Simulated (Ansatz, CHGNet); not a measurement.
## Ladder of methods for the lattice constant a of antifluorite Mg2Sn

Reference value: 6.766 Å (measured, temperature not stated, not corrected to a static lattice; as tabulated in Freccero, Grin, Wagner, Dalton Trans. (2023), ESI).

Question: What do CHGNet 0.3.0, LDA, PBE, PBEsol, RPBE, PBE-D3(BJ), rVV10, HSE06, Hartree–Fock give, and how far is each from the reference?

Answer: 
```tsv
level (code)	value (Å)	difference (%)
CHGNet 0.3.0	6.813	+0.69
LDA (Ansatz)	6.663	-1.52
PBE (Ansatz)	6.816	+0.74
PBEsol (Ansatz)	6.745	-0.31
RPBE (Ansatz)	6.885	+1.76
PBE-D3(BJ) (Ansatz)	6.712	-0.80
rVV10 (Ansatz)	6.833	+0.99
HSE06 (Ansatz)	6.766	0.00
Hartree–Fock (Ansatz)	6.888	+1.80
```

The reference's temperature isn't stated, so close values are not ranked against it. Off by more than 1.25 %, or 1.75 % on the side where a correction would as a rule narrow the miss (bounds picked here): Hartree–Fock (+1.80 %), RPBE (+1.76 %).

The measured value isn't corrected to a static lattice, so vibrations enter the comparison. A static lattice is as a rule a little smaller than the measured one.  Cutoffs and k meshes differ between the levels. Ansatz's density-functional and Hartree–Fock values are scalar-relativistic unless marked +SOC, with PAW data made under PBE.

Machine-learned potentials (CHGNet 0.3.0) are trained on DFT data: a solid inside that data is no test of them.

Differences are worked out from the printed values.

Ansatz is an electronic-structure program.
